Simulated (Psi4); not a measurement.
# doublet HCl+ at 6 levels

Wanted: a comparison of 6 runs (UHF/def2-TZVPPD, U-r2SCAN/def2-TZVPPD, U-revPBE/def2-TZVPPD, UBLYP/def2-TZVPPD, UM06-2X/def2-TZVPPD, UPBE0/def2-TZVPPD) of doublet HCl+. 

The results are computed with Psi4 1.11.

1 further run of the same task is left out (it didn't finish).

## Step 1: Starting point

HCl+: 2 atoms, total charge +1, spin state doublet. SMILES of the parent species: `Cl`. The shape is that of a PBE0-D4/def2-TZVP optimisation. That shape belongs to the parent species and isn't relaxed for this state.

Bond lengths: Cl1–H2 1.279 Å.

## Step 2: The energy at UHF/def2-TZVPPD (run 1)

Contents of job.in:

```
memory 1600 MB

molecule system {
  1 2
  Cl     0.546000    -0.178500     0.280800
  H     -0.546000     0.178500    -0.280800
  symmetry c1
  no_reorient
  no_com
}

set {
  basis         def2-TZVPPD
  reference     uhf
  puream        true
  e_convergence 1e-09
  d_convergence 1e-08
  scf_type      pk
  maxiter       100
}

e_tot, wfn = energy("scf", return_wfn=True)
oeprop(wfn, "MAYER_INDICES", "LOWDIN_CHARGES", "DIPOLE", title="SCF")
```

The run is started by

```sh
$ psi4 job.in job.out -n 1
```

job.out:

```text
[...]
  Running in c1 symmetry.
[...]
  Nuclear repulsion =    7.034776949773978
[...]
  Multiplicity = 2
[...]
  Nalpha       = 9
  Nbeta        = 8
[...]
    Number of basis functions: 68
[...]
   @UHF iter   1:  -459.63171067096999    2.82839e-01   3.62601e-03 ADIIS/DIIS
[...]
   @UHF iter  13:  -459.67644102248505   -1.13687e-12   1.88389e-09 DIIS
[...]
   @S^2 Observed:                7.618624919E-01
[...]
    Orbital Energies [Eh]
    ---------------------
    Alpha Occupied:
       1A   -105.301751     2A    -11.023147     3A     -8.509565
       4A     -8.485213     5A     -8.483343     6A     -1.557523
       7A     -1.008914     8A     -0.952251     9A     -0.871379
    Alpha Virtual:
      10A     -0.162662    11A     -0.087421    12A     -0.080501
      13A     -0.077185    14A     -0.072756    15A     -0.021658
      16A     -0.004634    17A      0.013420    18A      0.014856
      19A      0.104287    20A      0.113437    21A      0.138475
      22A      0.149353    23A      0.280733    24A      0.330023
      25A      0.360763    26A      0.384534    27A      0.406832
[...]
  @UHF Final Energy:  -459.67644102248505
   => Energetics <=
    Nuclear Repulsion Energy =              7.0347769497739776
    One-Electron Energy =                -642.2447804816802090
    Two-Electron Energy =                 175.5335625094211878
    Total Energy =                       -459.6764410224849939
  UHF NO Occupations:
  HONO-2 :    7  A 1.9996110
  HONO-1 :    8  A 1.9947328
[...]
 Multipole Moments:
 ------------------------------------------------------------------------------------
     Multipole            Electronic (a.u.)      Nuclear  (a.u.)        Total (a.u.)
 ------------------------------------------------------------------------------------
 L = 1.  Multiply by 2.5417464519 to convert [e a0] to [Debye]
 Dipole X            :        -16.0958061           16.5086474            0.4128413
 Dipole Y            :          5.2620905           -5.3970578           -0.1349674
 Dipole Z            :         -8.2778431            8.4901615            0.2123184
 Magnitude           :                                                    0.4834597
[...]
```

Run time: 2.8 s. Hardware: 1 thread of Intel Xeon Platinum 8259CL at 2.50GHz (Skylake/Cascade Lake), shared host; peak memory 0.24 GiB.

## Step 3: Energy and forces at U-r2SCAN/def2-TZVPPD (run 2)

Contents of clh.xyz:

```xyz
2
ClH
Cl     0.546000    -0.178500     0.280800
H     -0.546000     0.178500    -0.280800
```

Contents of calc.py:

```python
import psi4

psi4.set_memory(1600000000)
psi4.set_num_threads(1)
psi4.core.set_output_file('output.dat', False)

with open('clh.xyz') as f:
    atoms = ''.join(f.readlines()[2:])
mol = psi4.geometry('1 2\n' + atoms + 'symmetry c1\nno_reorient\nno_com')

options = {'basis': 'def2-TZVPPD', 'reference': 'uks', 'puream': True, 'e_convergence': 1e-09, 'd_convergence': 1e-08, 'scf_type': 'pk', 'dft_radial_points': 99, 'dft_spherical_points': 590, 'maxiter': 100}
psi4.set_options(options)

energy_value, wavefunction = psi4.gradient('r2scan', return_wfn=True)
psi4.oeprop(wavefunction, 'DIPOLE', 'QUADRUPOLE', 'MULLIKEN_CHARGES')
print('gradient / Eh bohr^-1')
print(energy_value.np.round(6))
print(f'energy = {wavefunction.energy():.10f} Eh')
for k, v in sorted(psi4.core.scalar_variables().items()):
    print(f'{k:45s} {v:18.10f}')
```

The run is started by

```sh
$ python calc.py
```

output.dat:

```text
[...]
  Running in c1 symmetry.
[...]
  Nuclear repulsion =    7.034776949773978
[...]
  Multiplicity = 2
[...]
  Nalpha       = 9
  Nbeta        = 8
[...]
    Number of basis functions: 68
[...]
   @UKS iter   1:  -460.30524692902509    3.82314e-01   2.81158e-03 ADIIS/DIIS
[...]
   @UKS iter  25:  -460.31967420337423    4.54747e-13   8.16956e-09 DIIS
[...]
   @S^2 Observed:                7.566975226E-01
[...]
  @UKS Final Energy:  -460.31967420337423
   => Energetics <=
    Nuclear Repulsion Energy =              7.0347769497739776
    One-Electron Energy =                -642.4164472042389207
    Two-Electron Energy =                 203.3145216675981146
    DFT Exchange-Correlation Energy =     -28.2525256165074516
    Empirical Dispersion Energy =           0.0000000000000000
    VV10 Nonlocal Energy =                  0.0000000000000000
    Total Energy =                       -460.3196742033742339
[...]
  -Total Gradient:
     Atom            X                  Y                   Z
    ------   -----------------  -----------------  -----------------
       1       -0.020031346613     0.006548709448    -0.010301835417
       2        0.020082764924    -0.006565519249     0.010328279100
[...]
 Multipole Moments:
 ------------------------------------------------------------------------------------
     Multipole            Electronic (a.u.)      Nuclear  (a.u.)        Total (a.u.)
 ------------------------------------------------------------------------------------
 L = 1.  Multiply by 2.5417464519 to convert [e a0] to [Debye]
 Dipole X            :        -16.0772981           16.5086474            0.4313494
 Dipole Y            :          5.2560398           -5.3970578           -0.1410181
 Dipole Z            :         -8.2683247            8.4901615            0.2218368
 Magnitude           :                                                    0.5051336
 L = 2.  Multiply by 1.3450342976 to convert [e a0^2] to [Debye ang]
 Quadrupole XX       :        -25.1470904           19.1626481           -5.9844423
 Quadrupole XY       :          6.0649486           -6.2647119           -0.1997633
[...]
  Mulliken Charges: (a.u.)
   Center  Symbol    Alpha    Beta     Spin     Total
       1    CL     8.72639  7.68167  1.04472  0.59194
       2     H     0.27361  0.31833 -0.04472  0.40806
   Total alpha =  9.00000, Total beta =  8.00000, Total charge =  1.00000
```

On the terminal:

```text
gradient / Eh bohr^-1
[[-0.020031  0.006549 -0.010302]
 [ 0.020083 -0.006566  0.010328]]
energy = -460.3196742034 Eh
CURRENT ENERGY                                   -460.3196742034
CURRENT REFERENCE ENERGY                         -460.3196742034
DD SOLVATION ENERGY                                 0.0000000000
DFT FUNCTIONAL TOTAL ENERGY                      -460.3196742034
DFT TOTAL ENERGY                                 -460.3196742034
DFT VV10 ENERGY                                     0.0000000000
DFT XC ENERGY                                     -28.2525256165
GRID ELECTRONS ALPHA                                9.0000000001
GRID ELECTRONS BETA                                 8.0000000002
GRID ELECTRONS TOTAL                               17.0000000003
NUCLEAR REPULSION ENERGY                            7.0347769498
ONE-ELECTRON ENERGY                              -642.4164472042
PCM POLARIZATION ENERGY                             0.0000000000
PE ENERGY                                           0.0000000000
SCF ITERATION ENERGY                             -460.3196742034
SCF ITERATIONS                                     25.0000000000
SCF TOTAL ENERGY                                 -460.3196742034
TWO-ELECTRON ENERGY                               203.3145216676
XC GRID RADIAL POINTS                              99.0000000000
XC GRID SPHERICAL POINTS                          590.0000000000
XC GRID TOTAL POINTS                           113692.0000000000
```

Run time: 30 s. Hardware: 1 thread of Intel Xeon Platinum 8259CL at 2.50GHz (Skylake/Cascade Lake), shared host; peak memory 0.76 GiB.

## Step 4: The energy at U-revPBE/def2-TZVPPD (run 3)

Contents of job.inp:

```
memory 1.6 GB

molecule {
  1 2
  Cl
  H 1 r2

  r2 = 1.278791
  symmetry c1
}

set globals {
  basis def2-TZVPPD
  reference uks
  puream true
  e_convergence 1e-09
  d_convergence 1e-08
  scf_type pk
  dft_radial_points 99
  dft_spherical_points 590
  maxiter 100
}

e_tot, wfn = energy('revpbe', return_wfn=True)
```

The run is started by

```sh
$ psi4 job.inp job.out -n 1
```

job.out:

```text
[...]
  Running in c1 symmetry.
[...]
  Nuclear repulsion =    7.034779398189383
[...]
  Multiplicity = 2
[...]
  Nalpha       = 9
  Nbeta        = 8
[...]
    Number of basis functions: 68
[...]
   @UKS iter   1:  -460.26138835075102    3.82103e-01   2.81079e-03 ADIIS/DIIS
[...]
   @UKS iter   9:  -460.27209123212663   -2.24532e-11   7.79995e-09 DIIS
[...]
   @S^2 Observed:                7.538221103E-01
[...]
    Orbital Energies [Eh]
    ---------------------
    Alpha Occupied:
       1A   -101.138661     2A     -9.632487     3A     -7.458507
       4A     -7.444441     5A     -7.433441     6A     -1.188798
       7A     -0.806256     8A     -0.730334     9A     -0.671549
    Alpha Virtual:
      10A     -0.340895    11A     -0.202632    12A     -0.174943
      13A     -0.153752    14A     -0.142099    15A     -0.134665
      16A     -0.133901    17A     -0.131179    18A     -0.124512
      19A      0.009950    20A      0.021608    21A      0.045098
      22A      0.054435    23A      0.149021    24A      0.158268
      25A      0.180958    26A      0.185156    27A      0.186265
[...]
  @UKS Final Energy:  -460.27209123212663
   => Energetics <=
    Nuclear Repulsion Energy =              7.0347793981893831
    One-Electron Energy =                -642.3893173472736180
    Two-Electron Energy =                 203.2766452398648767
    DFT Exchange-Correlation Energy =     -28.1941985229072181
    Empirical Dispersion Energy =           0.0000000000000000
    VV10 Nonlocal Energy =                  0.0000000000000000
    Total Energy =                       -460.2720912321266269
[...]
 Multipole Moments:
 ------------------------------------------------------------------------------------
     Multipole            Electronic (a.u.)      Nuclear  (a.u.)        Total (a.u.)
 ------------------------------------------------------------------------------------
 L = 1.  Multiply by 2.5417464519 to convert [e a0] to [Debye]
 Dipole X            :         -0.0000000            0.0000000           -0.0000000
 Dipole Y            :         -0.0000000            0.0000000           -0.0000000
 Dipole Z            :         -0.5804663            1.1980381            0.6175719
 Magnitude           :                                                    0.6175719
[...]
```

Wall time 7.5 s (1 thread of Intel Xeon Platinum 8259CL at 2.50GHz (Skylake/Cascade Lake), shared host); peak memory 0.46 GiB.

Runs 4 to 5 aren't shown in full; the table further down has their settings and results.

## Step 5: Energy and forces at UPBE0/def2-TZVPPD (run 6)

Contents of run.py:

```python
import psi4

psi4.set_memory(1600000000)
psi4.set_num_threads(1)
psi4.set_output_file('run.log', False)

molecule = psi4.geometry("""
1 2
Cl
H 1 1.278791
units angstrom
symmetry c1
no_reorient
no_com
""")

psi4.set_options({
    'reference': 'uks',
    'puream': True,
    'e_convergence': 1e-09,
    'd_convergence': 1e-08,
    'scf_type': 'pk',
    'dft_radial_points': 99,
    'dft_spherical_points': 590,
    'maxiter': 100,
})

energy_value, wavefunction = psi4.gradient("pbe0/def2-TZVPPD", return_wfn=True)
psi4.oeprop(wavefunction, "QUADRUPOLE", "WIBERG_LOWDIN_INDICES", "MAYER_INDICES")
print('gradient / Eh bohr^-1')
print(energy_value.np.round(6))
print(f'energy = {wavefunction.energy():.10f} Eh')
for k, v in sorted(psi4.core.scalar_variables().items()):
    print(f'{k:45s} {v:18.10f}')
```

The run is started by

```sh
$ python run.py
```

run.log:

```text
[...]
  Running in c1 symmetry.
[...]
  Nuclear repulsion =    7.034779398189383
[...]
  Multiplicity = 2
[...]
  Nalpha       = 9
  Nbeta        = 8
[...]
    Number of basis functions: 68
[...]
   @UKS iter   1:  -460.18542558709902    3.65307e-01   2.70356e-03 ADIIS/DIIS
[...]
   @UKS iter  10:  -460.19981105199230   -3.24007e-12   4.93723e-09 DIIS
[...]
   @S^2 Observed:                7.547547362E-01
[...]
  @UKS Final Energy:  -460.19981105199230
   => Energetics <=
    Nuclear Repulsion Energy =              7.0347793981893831
    One-Electron Energy =                -642.4194413401753536
    Two-Electron Energy =                 196.4127344159829249
    DFT Exchange-Correlation Energy =     -21.2278835259892062
    Empirical Dispersion Energy =           0.0000000000000000
    VV10 Nonlocal Energy =                  0.0000000000000000
    Total Energy =                       -460.1998110519922989
[...]
  -Total Gradient:
     Atom            X                  Y                   Z
    ------   -----------------  -----------------  -----------------
       1       -0.000000000013    -0.000000000015     0.023328070718
       2        0.000000000013     0.000000000015    -0.023328271297
[...]
 Multipole Moments:
 ------------------------------------------------------------------------------------
     Multipole            Electronic (a.u.)      Nuclear  (a.u.)        Total (a.u.)
 ------------------------------------------------------------------------------------
 L = 1.  Multiply by 2.5417464519 to convert [e a0] to [Debye]
 Dipole X            :          0.0000000            0.0000000            0.0000000
 Dipole Y            :          0.0000000            0.0000000            0.0000000
 Dipole Z            :         -0.5625252            1.1980381            0.6355130
 Magnitude           :                                                    0.6355130
 L = 2.  Multiply by 1.3450342976 to convert [e a0^2] to [Debye ang]
 Quadrupole XX       :         -7.8521053            0.0000000           -7.8521053
 Quadrupole XY       :          0.6745061            0.0000000            0.6745061
[...]
```

Standard output:

```text
gradient / Eh bohr^-1
[[-0.       -0.        0.023328]
 [ 0.        0.       -0.023328]]
energy = -460.1998110520 Eh
CURRENT ENERGY                                   -460.1998110520
CURRENT REFERENCE ENERGY                         -460.1998110520
DD SOLVATION ENERGY                                 0.0000000000
DFT FUNCTIONAL TOTAL ENERGY                      -460.1998110520
DFT TOTAL ENERGY                                 -460.1998110520
DFT VV10 ENERGY                                     0.0000000000
DFT XC ENERGY                                     -21.2278835260
GRID ELECTRONS ALPHA                                9.0000000001
GRID ELECTRONS BETA                                 8.0000000002
GRID ELECTRONS TOTAL                               17.0000000003
NUCLEAR REPULSION ENERGY                            7.0347793982
ONE-ELECTRON ENERGY                              -642.4194413402
PCM POLARIZATION ENERGY                             0.0000000000
PE ENERGY                                           0.0000000000
SCF ITERATION ENERGY                             -460.1998110520
SCF ITERATIONS                                     10.0000000000
SCF TOTAL ENERGY                                 -460.1998110520
TWO-ELECTRON ENERGY                               196.4127344160
XC GRID RADIAL POINTS                              99.0000000000
XC GRID SPHERICAL POINTS                          590.0000000000
XC GRID TOTAL POINTS                           113688.0000000000
```

It took 9.6 s on 1 thread of Intel Xeon Platinum 8259CL at 2.50GHz (Skylake/Cascade Lake), shared host; peak memory 0.46 GiB.

## Step 6: Overview of the runs

| run | level | task | integration grid | energy (Eh) | HOMO energy (eV) | LUMO energy (eV) | ⟨S²⟩ | wall time |
| --- | --- | --- | --- | --- | --- | --- | --- | --- |
| 1 | UHF/def2-TZVPPD | energy | – | -459.676441 | -23.04 | -10.29 | 0.762 | 2.8 s |
| 2 | U-r2SCAN/def2-TZVPPD | gradient | 99 radial × 590 angular | -460.319674 | -18.19 | -16.80 | 0.757 | 30 s |
| 3 | U-revPBE/def2-TZVPPD | energy | 99 radial × 590 angular | -460.272091 | -17.84 | -17.27 | 0.754 | 7.5 s |
| 4 | UBLYP/def2-TZVPPD | gradient | 99 radial × 590 angular | -460.352277 | -17.72 | -17.40 | 0.753 | 9.3 s |
| 5 | UM06-2X/def2-TZVPPD | gradient | 99 radial × 590 angular | -460.330121 | -20.79 | -14.56 | 0.753 | 14 s |
| 6 | UPBE0/def2-TZVPPD | gradient | 99 radial × 590 angular | -460.199811 | -19.41 | -15.87 | 0.755 | 9.6 s |

## Step 7: Summary of results

| quantity | value |
| --- | --- |
| run 6: total energy | -460.19981 Eh |
| run 6: HOMO energy (highest over α and β) | -19.41 eV |
| run 6: LUMO energy (lowest over α and β) | -15.87 eV |
| run 6: ⟨S²⟩ | 0.755 |
| run 6: largest force on an atom | 1.200 eV/Å |

What this shows: Totals of different functionals can't be ranked against each other. All runs together took 74 s, the longest 30 s.
